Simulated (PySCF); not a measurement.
# Deuteron quadrupole couplings in `C=CCC[S-]`

Species: C4H7S (charge -1).
Geometry (PBE0-D3(BJ)/def2-SVP, Å), atoms numbered from 1 in this order:
```
atom  x, y, z in Å
C1    -2.1950    0.3650   -0.1401
C2    -1.0699   -0.2587   -0.5092
C3     0.3082    0.3111   -0.5270
C4     1.3123   -0.4295    0.3796
S5     2.9776    0.2632    0.2917
H6    -3.1633   -0.1467   -0.1214
H7    -2.1820    1.4177    0.1653
H8    -1.1428   -1.3196   -0.7947
H9     0.7312    0.2695   -1.5474
H10    0.3039    1.3756   -0.2385
H11    1.2847   -1.5035    0.0858
H12    0.8960   -0.4074    1.4108
```

Level: PBE0/pcSseg-1 (PySCF, non-relativistic); Q(2H) = 0.00286 b; rigid geometry, the same for H and D, with no vibrational averaging.

Problem. Rank these positions by the coupling χzz of a deuteron there, largest first.
A. H11 (methylene hydrogen)
B. H8 (vinylic hydrogen)
C. H9 (methylene hydrogen)
D. H7 (vinylic hydrogen)

Solution. D (207 kHz), B (198 kHz), C (192 kHz), A (187 kHz).

Problem. What are Vzz, η and χzz (234.96 MHz × Q × Vzz) at all hydrogens?

Solution. 
```tsv
atom	bonded to	bond length (Å)	Vzz (au)	η	χzz (kHz)
H6	C1	1.095	0.3110	0.07	209
H7	C1	1.096	0.3076	0.07	207
H8	C2	1.101	0.2951	0.04	198
H9	C3	1.105	0.2852	0.02	192
H10	C3	1.103	0.2889	0.01	194
H11	C4	1.114	0.2781	0.04	187
H12	C4	1.112	0.2797	0.03	188
```

Problem. How does χzz go with the bond length over the 7 C–H bonds?

Solution. A straight-line fit has a slope of -11.6 kHz for each 0.01 Å, with a correlation coefficient of -0.96, over lengths from 1.095 to 1.114 Å. The longer bonds have the smaller couplings here.

Problem. A static deuteron (I = 1) shows a doublet split by (3/2)χ, (3/4)χ(1 + η) and (3/4)χ(1 − η) with the field along z, y and x of the gradient. What are these for H6?

Solution. With |χ| = 209.0 kHz and η = 0.071: 313, 168 and 146 kHz, to first order and without motion.

One conformer (not necessarily the lowest) at the PBE0-D3(BJ)/def2-SVP geometry, without solvent, vibrations or thermal averaging. The pcSseg-1 basis has no diffuse functions, a weakness for an anion. The HOMO energy is positive at this level (+0.52 eV), so the outermost electrons may be held by the finite basis alone. The basis is small and wasn't made for field gradients, so the couplings can be 20 % off.
